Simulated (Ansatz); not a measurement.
singlet CHP: levels of theory in one basis

```json
{"atom": "H", "x (Å)": "-0.0141", "y (Å)": "-0.0348", "z (Å)": "-1.2687"}
{"atom": "C", "x (Å)": "0.0315", "y (Å)": "0.0093", "z (Å)": "-0.1899"}
{"atom": "P", "x (Å)": "0.0326", "y (Å)": "0.0363", "z (Å)": "1.3977"}
```

Basis set: def2-SVP (spherical functions). Frozen core: 6 orbitals. Charge 0, multiplicity 1.

Computed with Ansatz (development build ahead of 0.2.0); each method stands on the lowest determinant of its kind that the runs found.

```csv
method,E − E(RHF) (eV),<S²> of the determinant
RHF,0.00,–
UHF,-0.30,0.75
RHF-MP2,-6.88,–
UHF-MP2,-5.76,0.75
UHF-CCSD(T),-7.60,0.75
```

Task: What does RHF-CCSD(T) give on the same scale?

Result: -7.66 eV.

Task: Is a single determinant a sound starting point here?

Result: Only with care. Unrestricted orbitals gain 0.30 eV and <S²> is 0.75 against 0.00 for a pure state, so spin symmetry breaks but gains little energy; restricted orbitals can still serve.

Caution for UHF, UHF-MP2, UHF-CCSD(T): the unrestricted determinant is spin contaminated. Caution for UHF-MP2, UHF-CCSD(T): a plain start can end on a higher determinant. Caution for UHF-CCSD(T): another reference gives a lower total.
